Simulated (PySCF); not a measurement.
Compound: C5H11O (doublet state).
Cartesian coordinates in Å at the GFN2-xTB level; atoms count from 1:
```
atom  x, y, z in Å
C1    -1.5883   -1.4967   -0.4428
C2    -1.4115   -0.2881    0.4947
C3    -0.1122    0.4144    0.3036
C4     0.1788    1.1654   -0.9482
O5     0.9030   -0.1111    1.0866
C6     2.2030    0.3713    0.8996
H7    -2.5381   -1.9889   -0.2463
H8    -1.5697   -1.1777   -1.4820
H9    -0.7848   -2.2110   -0.2836
H10   -2.2330    0.4119    0.3213
H11   -1.4629   -0.6361    1.5273
H12   -0.7598    1.4886   -1.3903
H13    0.7898    2.0499   -0.7586
H14    0.7113    0.5573   -1.6918
H15    2.2649    1.4499    1.0843
H16    2.8270   -0.1497    1.6253
H17    2.5755    0.1629   -0.1091
```

The hyperfine couplings belong to this conformer and change with its torsions.

As a line formula: `CC[C](C)OC` [radical].

Level of theory: UKS B3LYP, pcH-1 on C H O, non-relativistic, mean-field spin-orbit, GIAO in PySCF 2.14.0. The structure is a single GFN2-xTB conformer in the gas phase; no vibrational or solvent corrections. Couplings are sensitive to structure, and on GFN2-xTB geometries they can be far from those on DFT ones. No stability test was run, so a lower SCF solution isn't excluded.

Q: The isotropic 1H couplings, averaged over equivalent nuclei, are +64.1, +25.6, +9.4, +0.6 MHz. Assign them to H7/H8/H9; H10/H11; H12/H13/H14; H15/H16/H17.

A: 
```
       site  a_iso (MHz)  ρ(0) (bohr⁻³)            position  distance from C3 (Å)  bound to  spin population there  largest |T| (MHz)
   H7/H8/H9         +0.6        +0.0001  γ, 3 bonds from C3                  3.01        C1                  +0.05                5.6
    H10/H11        +25.6        +0.0057  β, 2 bonds from C3                  2.11        C2                  -0.06                9.7
H12/H13/H14        +64.1        +0.0143  β, 2 bonds from C3                  2.14        C4                  -0.07                8.8
H15/H16/H17         +9.4        +0.0021  γ, 3 bonds from C3                  2.90        C6                  -0.01                6.1
```

ρ(0) is the spin density at the nucleus and T the dipolar tensor; entries for several nuclei are means. The Mulliken spin populations are largest on C3 (+0.86), O5 (+0.10), C4 (-0.07) and H14 (+0.07). C3 is the only atom above +0.15. The positive populations add up to 1.15 and the negative ones to -0.15, together 2S = 1. The angles at C3 add up to 355.5°, so it is nearly planar.

Means are taken over nuclei equivalent by connectivity, which assumes that they swap fast. The three 1H nuclei of mean +64.1 MHz run from 4.0 to 120.6 MHz in the frozen geometry. The three 1H nuclei of mean +9.4 MHz run from -1.8 to 17.9 MHz in the frozen geometry. The 1H value of +25.6 MHz is a mean of couplings from 16.1 to 35.0 MHz in this one geometry, not an average over conformers.

On one thread, Intel Xeon Platinum 8259CL at 2.50 GHz (x86_64), shared host with 96 logical CPUs at a one-minute load of 34, this took 59 s (grids of density and orbitals included) and 0.97 GiB of memory at its peak.
